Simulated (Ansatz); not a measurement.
hcp Co, relaxed in Ansatz (plane waves) with several semilocal functionals. Each gives its own volume and its own bulk modulus:

```
level   V0 (Å³/atom)  bulk modulus (GPa)   ln V0   ln B0
------  ------------  ------------------  ------  ------
LDA           10.010               273.2  2.3036  5.6102
PBEsol        10.373               242.0  2.3392  5.4889
PBE           10.862               215.2  2.3853  5.3716
```

Fit a straight line to ln B0 against ln V0. What does it predict for r²SCAN, whose volume is 10.637 Å³/atom?

With x = ln V0 and y = ln B0: means 2.34270 and 5.49023; Σ(Δx Δy) = -0.009740, Σ(Δx²) = 0.003356, so the slope is -2.90. At x = 2.3643 the line gives y = 5.49023 + (-2.90) × (2.3643 − 2.34270) = 5.4276, or 227.6 GPa. The run with r²SCAN gives 224.1 GPa, -1.5 % from the line. The rows used scatter about it by up to 1.1 %, while the largest value lies 27 % above the smallest. For comparison, PBE's own equation of state has B′ = 4.4, the slope −d ln B/d ln V at a fixed functional; the two needn't agree, since functionals also differ at one volume.

Measured: 193 GPa (measured, zero-point energy and finite temperature contributions removed, our sources range from 193 to 198; as tabulated in doi:10.1021/acs.jctc.3c00612).

Spin-polarised runs: LDA (parallel moments), PBEsol (parallel moments), r²SCAN (parallel moments), PBE (parallel moments).

Ansatz's density-functional and Hartree–Fock values are scalar-relativistic unless marked +SOC, with PAW data made under PBE.

Ansatz is an electronic-structure program.
